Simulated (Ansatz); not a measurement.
# H3S2: the cost of one run

All numbers below are computed with Ansatz 0.2.0 (UKS r2SCAN-D4/def2-SVP).

### 1 The starting structure

Bond lengths: S2–H4 1.329 Å, S3–H5 1.329 Å.

As a file:

```xyz
5

H     0.0284   -0.0797   -0.0363
S    -0.7314   -0.9375    1.3378
S     0.7759    0.7913   -1.4092
H     0.3422   -0.7113    2.0878
H    -0.4151    0.9372   -1.9801
```

### 2 Run 1

150 steps of 0.5 fs at constant energy, with velocities drawn for 600 K.

input.yaml reads:

```yaml
crystal:
  periodic: [false, false, false]
  atoms:
    - { symbol: H, position_ang: [0.0284, -0.0797, -0.0363] }
    - { symbol: S, position_ang: [-0.7314, -0.9375, 1.3378] }
    - { symbol: S, position_ang: [0.7759, 0.7913, -1.4092] }
    - { symbol: H, position_ang: [0.3422, -0.7113, 2.0878] }
    - { symbol: H, position_ang: [-0.4151, 0.9372, -1.9801] }
magnetization:
  spin_polarized: true
  initial_magnetization: 1
basis:
  gaussian: { orbitals: def2-SVP }
hamiltonian:
  xc: r2scan
  dispersion: d4
md:
  timestep: 0.5
  n_steps: 150
  ensemble: nve
  temperature: 600.0
  initial_velocities: maxwell_boltzmann
  seed: 58265
```

Launch:

```
$ ansatz run input.yaml --threads 1 --pin off --max-ram 2048MiB --backend cpu --events-out ev --progress --plain --runs-dir out
```

**Question.** How long does this run take on 1 thread of Intel Xeon Platinum 8375C at 2.90GHz (Ice Lake), shared host, and how much memory does it need?

About 8 min, with a peak of 0.16 GiB.
